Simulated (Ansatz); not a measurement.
Reaction (SMILES): P#P (P2) → 2 P atom
B3LYP-D3(BJ)/def2-TZVP geometries, fixed; electronic energies without zero-point terms.

Basis-set convergence of the atomisation energy at B2PLYP with Ansatz (a program for electronic structure). Cartesian d functions, on some or all atoms, in 6-31G**, 6-31+G*, 6-311G**, 6-311+G**; all else is spherical. Cores are frozen. Open shells are unrestricted. No added dispersion term, no relativity. Functions are those of the species that has most. Reference: the value in aug-cc-pV(5+d)Z, 118.15 kcal/mol, itself unsure by roughly 0.64 kcal/mol (its mean distance from pcseg-4, aug-pcseg-3, aug-cc-pV(Q+d)Z). Deviations are taken from unrounded values.

| basis | functions | atomisation energy (kcal/mol) | minus reference (kcal/mol) |
|---|---|---|---|
| STO-3G | 18 | 124.42 | 6.27 |
| 3-21G | 26 | 74.45 | -43.70 |
| 6-31G | 26 | 73.67 | -44.48 |
| 6-31G** | 38 | 105.02 | -13.13 |
| 6-31+G* | 46 | 105.09 | -13.06 |
| 6-311G** | 54 | 105.41 | -12.74 |
| 6-311+G** | 62 | 106.43 | -11.72 |
| aug-cc-pV(D+d)Z | 64 | 110.13 | -8.02 |
| 6-311++G(2d,2p) | 70 | 110.51 | -7.64 |
| 6-311++G(3df,3pd) | 94 | 116.16 | -1.99 |
| jun-cc-pV(T+d)Z | 96 | 115.38 | -2.77 |
| aug-cc-pV(T+d)Z | 110 | 115.71 | -2.44 |
| aug-cc-pV(Q+d)Z | 178 | 117.52 | -0.63 |
| aug-cc-pV(5+d)Z | 272 | 118.15 | 0.00 |

The smallest set listed that lies within 4 kcal/mol of the reference with all its larger relatives (same family, alike in diffuse functions; a set with none counts only in the reference's own line) is jun-cc-pV(T+d)Z (96 functions, -2.77 kcal/mol off). Inside, with no larger relative to test it: 6-311++G(3df,3pd).
